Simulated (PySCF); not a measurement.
**BNH2 (SMILES B[N]): U-wB97X-V/STO-3G**

What is the vertical triplet–singlet gap of BNH2 at U-wB97X-V/STO-3G? 

The results are computed with PySCF 2.14.0.

11 further runs of the same task are left out: 4 that didn't finish, 7 set aside as unsound or not needed.

### 1 Starting point

The species is BNH2 (4 atoms), meant as a triplet with charge 0. As SMILES, `B[N]`. The coordinates come from a GFN2-xTB relaxation.

Bond lengths: B1–N2 1.312 Å, B1–H3 1.184 Å, B1–H4 1.184 Å. Angles: N2–B1–H3 118.7°, N2–B1–H4 118.7°, H3–B1–H4 122.6°.

### 2 A single-point energy at U-wB97X-V/STO-3G

input.py reads:

```python
from pyscf import gto, dft

system = gto.Mole()
system.atom = [
    ('B', (-0.035750, 0.006580, -0.023930)),
    ('N', (1.041780, -0.191660, 0.697680)),
    ('H', (-1.056920, -0.473990, 0.334600)),
    ('H', (0.050890, 0.659060, -1.008340)),
]
system.spin = 2
system.charge = 0
system.max_memory = 1860
system.basis = 'sto-3g'
system.verbose = 3
system.build()

mf = dft.UKS(system, xc='wb97x-v')
mf.conv_tol = 1e-10
mf.nlcgrids.level = 1
mf.grids.level = 5
mf.kernel()
if not mf.converged:
    mf = mf.newton().run(mf.mo_coeff, mf.mo_occ)

e_tot = mf.e_tot
print(f'total energy: {e_tot:.8f} hartree')
```

The run is started by

```bash
$ OMP_NUM_THREADS=1 python input.py
```

Standard output:

```text
WARN: HOMO -0.149032986479335 >= LUMO -0.265237595781032

converged SCF energy = -79.5958698308451  <S^2> = 2.0020709  2S+1 = 3.0013803
total energy: -79.59586983 hartree
```

Wall time 11 s (1 thread of Arm Neoverse V1, shared host); peak memory 0.17 GiB.

### 3 The singlet at the same level

input.xyz reads:

```xyz
4
BH2N
B     -0.035750     0.006580    -0.023930
N      1.041780    -0.191660     0.697680
H     -1.056920    -0.473990     0.334600
H      0.050890     0.659060    -1.008340
```

calc.py reads:

```python
from pyscf import gto, dft

mol = gto.M(
    atom='input.xyz',
    basis='sto-3g',
    verbose=4,
    max_memory=1860,
    charge=0,
    spin=0,
)

myscf = dft.RKS(mol, xc='wb97x-v')
myscf.conv_tol = 1e-10
myscf.grids.level = 5
myscf.nlcgrids.level = 1
myscf.kernel()
if not myscf.converged:
    myscf = myscf.newton().run(myscf.mo_coeff, myscf.mo_occ)

energy = myscf.e_tot
print('E(%s) = %.9f' % ('WB97X-V', energy))
```

The run is started by

```bash
$ OMP_NUM_THREADS=1 python calc.py
```

Standard output:

```text
PySCF version 2.14.0

[INPUT] num. atoms = 4
[INPUT] num. electrons = 14
[INPUT] charge = 0
[INPUT] spin (= nelec alpha-beta = 2S) = 0
[INPUT] symmetry False subgroup None
[INPUT] Mole.unit = angstrom
[INPUT] Symbol           X                Y                Z      unit          X                Y                Z       unit  Magmom
[INPUT]  1 B     -0.035750000000   0.006580000000  -0.023930000000 AA   -0.067557708953   0.012434397900  -0.045221146161 Bohr   0.0
[INPUT]  2 N      1.041780000000  -0.191660000000   0.697680000000 AA    1.968678882049  -0.362184909034   1.318424122587 Bohr   0.0
[INPUT]  3 H     -1.056920000000  -0.473990000000   0.334600000000 AA   -1.997289335575  -0.895711285783   0.632302361279 Bohr   0.0
[INPUT]  4 H      0.050890000000   0.659060000000  -1.008340000000 AA    0.096168162479   1.245442899656  -1.905486440444 Bohr   0.0

nuclear repulsion = 22.289479014901
number of shells = 8
number of NR pGTOs = 36
number of NR cGTOs = 12
basis = sto-3g
ecp = {}

******** <class 'pyscf.dft.rks.RKS'> ********
method = RKS
initial guess = minao
damping factor = 0
level_shift factor = 0
DIIS = <class 'pyscf.scf.diis.CDIIS'>
diis_start_cycle = 1
diis_space = 8
diis_damp = 0
SCF conv_tol = 1e-10
SCF conv_tol_grad = None
SCF max_cycles = 50
direct_scf = True
direct_scf_tol = 1e-13
XC library pyscf.dft.libxc version 7.0.0
    S. Lehtola, C. Steigemann, M. J.T. Oliveira, and M. A.L. Marques.,  SoftwareX 7, 1–5 (2018)
XC functionals = wb97x-v
    N. Mardirossian and M. Head-Gordon.,  Phys. Chem. Chem. Phys. 16, 9904-9924 (2014)
radial grids:
    Treutler-Ahlrichs [JCP 102, 346 (1995); DOI:10.1063/1.469408] (M4) radial grids

becke partition: Becke, JCP 88, 2547 (1988); DOI:10.1063/1.454033
pruning grids: <function nwchem_prune>
grids dens level: 5
symmetrized grids: False
atomic radii adjust function: <function treutler_atomic_radii_adjust>
** Following is NLC and NLC Grids **
NLC functional = wb97x-v
radial grids:
    Treutler-Ahlrichs [JCP 102, 346 (1995); DOI:10.1063/1.469408] (M4) radial grids

becke partition: Becke, JCP 88, 2547 (1988); DOI:10.1063/1.454033
pruning grids: <function nwchem_prune>
grids dens level: 1
symmetrized grids: False
atomic radii adjust function: <function treutler_atomic_radii_adjust>
small_rho_cutoff = 0
Set gradient conv threshold to 1e-05
Initial guess from minao.
tot grids = 132352
tot grids = 15248
init E= -79.5808913296425
  HOMO = -0.265237595781032  LUMO = -0.149032986479335  gap/eV = 3.16209
cycle= 1 E= -79.587095066951  delta_E= -0.0062  |g|= 0.301  |ddm|= 2.49
  HOMO = -0.282369285343323  LUMO = 0.0850094553778751  gap/eV = 9.99688
cycle= 2 E= -79.5960205330346  delta_E= -0.00893  |g|= 0.305  |ddm|= 0.667
  HOMO = -0.342566516793683  LUMO = 0.017316621977388  gap/eV = 9.79292
cycle= 3 E= -79.625584950161  delta_E= -0.0296  |g|= 0.0236  |ddm|= 0.341
  HOMO = -0.351931747846647  LUMO = 0.0172207626913405  gap/eV = 10.04515
cycle= 4 E= -79.6259562590466  delta_E= -0.000371  |g|= 0.00467  |ddm|= 0.052
  HOMO = -0.349999948719046  LUMO = 0.0186445609679361  gap/eV = 10.03133
cycle= 5 E= -79.6259845870583  delta_E= -2.83e-05  |g|= 0.0018  |ddm|= 0.0125
  HOMO = -0.350523122266126  LUMO = 0.0185041541420586  gap/eV = 10.04174
cycle= 6 E= -79.625989297294  delta_E= -4.71e-06  |g|= 0.000221  |ddm|= 0.00749
  HOMO = -0.350488709757601  LUMO = 0.0186026371483203  gap/eV = 10.04349
cycle= 7 E= -79.6259893222049  delta_E= -2.49e-08  |g|= 5.59e-05  |ddm|= 0.000718
  HOMO = -0.350487660736495  LUMO = 0.0186030053334224  gap/eV = 10.04347
cycle= 8 E= -79.625989326274  delta_E= -4.07e-09  |g|= 6.07e-06  |ddm|= 0.000232
  HOMO = -0.350486428622962  LUMO = 0.0186043458001423  gap/eV = 10.04347
cycle= 9 E= -79.6259893262976  delta_E= -2.36e-11  |g|= 1.22e-07  |ddm|= 1.67e-05
  HOMO = -0.350486451532773  LUMO = 0.0186043550125773  gap/eV = 10.04347
Extra cycle  E= -79.6259893262976  delta_E= -4.26e-14  |g|= 9.37e-08  |ddm|= 3.18e-07
converged SCF energy = -79.6259893262976
E(WB97X-V) = -79.625989326
```

It took 9.9 s on 1 thread of Arm Neoverse V1, shared host; peak memory 0.17 GiB.

### 4 Results

Level: U-wB97X-V/STO-3G.

```
                                        quantity         value
                           triplet: total energy  -79.59587 Eh
                          triplet: dipole moment        0.71 D
     triplet: HOMO energy (highest over α and β)      -8.31 eV
      triplet: LUMO energy (lowest over α and β)      -0.50 eV
                                   triplet: ⟨S²⟩         2.002
                           singlet: total energy  -79.62599 Eh
                          singlet: dipole moment        0.81 D
                            singlet: HOMO energy      -9.54 eV
                            singlet: LUMO energy       0.51 eV
                          singlet: HOMO–LUMO gap      10.04 eV
vertical energy of the singlet above the triplet     -0.820 eV
```

At this shape the singlet lies 0.82 eV (18.9 kcal/mol) below the triplet. In a minimal basis such a difference can be off by several eV, whatever the method. Mulliken charges (triplet) run from -0.13 on N2 to +0.18 on B1; they depend strongly on the basis.
